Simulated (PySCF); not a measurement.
## Stretching BF⁺

Set-up: basis B def2-TZVP, F def2-TZVP; no relativity; PySCF 2.14. Energies in eV from B⁺ + F in their ground configurations at the same level. State: ²Σ⁺ (doublet), unpaired electrons σ ↑.

All columns are PBE0. A positive dipole points towards F; it is taken about the centre of mass and depends on that origin.

| R (Å) | E (eV) | μ (D) | Mulliken charge on B (basis-dependent) | HOMO (eV) | LUMO (eV) | Mayer bond order | ⟨S²⟩ |
| --- | --- | --- | --- | --- | --- | --- | --- |
| 1.045 | -4.051 | -2.49 | 0.63 | -19.18 | -12.79 | 2.02 | 0.75 |
| 1.093 | -4.906 | -2.75 | 0.70 | -19.32 | -12.90 | 1.94 | 0.75 |
| 1.142 | -5.383 | -3.01 | 0.76 | -19.45 | -13.03 | 1.87 | 0.75 |
| 1.179 | -5.552 | -3.21 | 0.81 | -19.54 | -13.14 | 1.82 | 0.75 |
| 1.215 | -5.598 | -3.41 | 0.85 | -19.64 | -13.26 | 1.77 | 0.75 |
| 1.252 | -5.546 | -3.61 | 0.89 | -19.73 | -13.38 | 1.72 | 0.75 |
| 1.300 | -5.360 | -3.88 | 0.93 | -19.84 | -13.55 | 1.66 | 0.75 |
| 1.361 | -4.996 | -4.21 | 0.97 | -19.97 | -13.77 | 1.60 | 0.75 |
| 1.434 | -4.437 | -4.60 | 1.00 | -20.10 | -14.05 | 1.55 | 0.75 |
| 1.531 | -3.597 | -5.09 | 1.02 | -20.22 | -14.41 | 1.49 | 0.75 |

A fit through these points gives, at Re = 1.212 Å, μ = -3.40 D and dμ/dR = -5.49 D/Å; the reduced mass is 6.97 u.

Problem. How strong is the fundamental in the double-harmonic approximation, I = 42.26·(dμ/dR)²/μred km/mol?

Solution. I = 42.26·(-5.49)²/6.97 = 183 km/mol at PBE0.

For an ion De counts to the pair picked by the measured ionisation energies or electron affinities, which need not be the lowest pair at this level. The state is the lowest determinant that a PBE0 search found; another state may lie lower at other levels.
